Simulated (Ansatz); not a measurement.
Input file:

```yaml
crystal:
  periodic: [false, false, false]
  atoms:
    - {symbol: B, position_ang: [0.000000, 0.000000, -0.060694]}
    - {symbol: C, position_ang: [0.000000, 0.000000, -1.509613]}
    - {symbol: H, position_ang: [0.000000, 0.000000, 1.570306]}
basis:
  gaussian: {orbitals: 6-31G, occupation: {up: {"A1": 5, "B1": 1, "B2": 1}, down: {"A1": 4, "B2": 1}}}
magnetization: {spin_polarized: false, initial_magnetization: 2}
correlation: {method: fci, electrons: outside_noble_gas}
```

```sh
$ ansatz run in.yaml --threads 1 --pin off --events-out ev --progress --plain --max-ram 2393MiB
```

Q: Roughly how long does this take on 1 thread of Arm Neoverse V2, shared host, and how much host memory?

A: 3.9 s wall and 0.24 GiB.

```
443 factors; integrals over basis functions are off by at most 1.0e-7 eV
mean field evaluation 1: about -1707.5798 eV, gradient 1.3e1 eV
mean field evaluation 2: about -1709.9805 eV, gradient 2.5e0 eV
mean field evaluation 4: about -1710.0823 eV, gradient 1.6e-1 eV
mean field evaluation 8: about -1710.0824 eV, gradient 1.6e-6 eV
mean field -1710.08239481 eV, -62.8443688739 hartree, gradient 1.6e-6 eV, S^2 2.000000; 0 other end points of the search recorded, 0 dependent functions left out
mean field evaluation 16: about -1710.6060 eV, gradient 2.5e-1 eV
mean field evaluation 32: about -1710.6373 eV, gradient 5.6e-3 eV
mean field evaluation 64: about -1710.2741 eV, gradient 3.4e0 eV
2 core orbitals not correlated: weight in the atoms' cores, before any rotation towards them, 1.000 or more for the frozen orbitals, at most 0.000 for the correlated occupied ones
reference -1710.08239481 eV, -62.8443688739 hartree; 5, 3 occupied and 13, 15 virtual orbitals, 443 factors
state -1714.28376296 eV, -62.9987663054 hartree
Total energy: -1714.28376296 eV, -62.9987663054 hartree
```

Natural occupations: 1.9642 1.9195 1.8651 0.9989 0.9738 0.1248 0.0740 0.0339 0.0180 0.0070 0.0060 0.0038 0.0034 0.0030 0.0024 0.0009 0.0007 0.0005.
